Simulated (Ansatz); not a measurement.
Results of LC-ωPBE (PAW; Ansatz, an electronic-structure program) for zinc-blende HgS (metastable phase).

Run with plane-wave cutoff 460 eV, 8×8×8 k mesh, Fermi–Dirac smearing 0.01 eV, scalar-relativistic PAW data made under PBE.

The direct gap at Γ against volume; x = 100 ln(V/24.522 Å³). One gap is withheld.

```json
[
 {"V (Å³/atom)": "23.296", "x": "-5.13", "gap (eV)": "?"},
 {"V (Å³/atom)": "23.909", "x": "-2.53", "gap (eV)": "5.093"},
 {"V (Å³/atom)": "24.522", "x": "0.00", "gap (eV)": "5.042"},
 {"V (Å³/atom)": "25.135", "x": "2.47", "gap (eV)": "4.989"},
 {"V (Å³/atom)": "25.489", "x": "3.87", "gap (eV)": "4.957"}
]
```

### Question
Fit a straight line to the rows shown, give the volume deformation potential and predict the withheld gap.

### Answer
Means of the 4 rows: x̄ = 0.953, ȳ = 5.0202 eV. Σ(x − x̄)(y − ȳ) = -0.5060 and Σ(x − x̄)² = 23.850, so the slope is -0.0212 eV per unit of x, and dE_g/d ln V = -2.1 eV. At x = -5.13: 5.0202 + (-0.0212) × (-5.13 − (0.953)) = 5.149 eV. The run gives 5.143 eV, 0.006 eV below the line, as the curve bends the same way over all rows.

Spin–orbit coupling is not included.
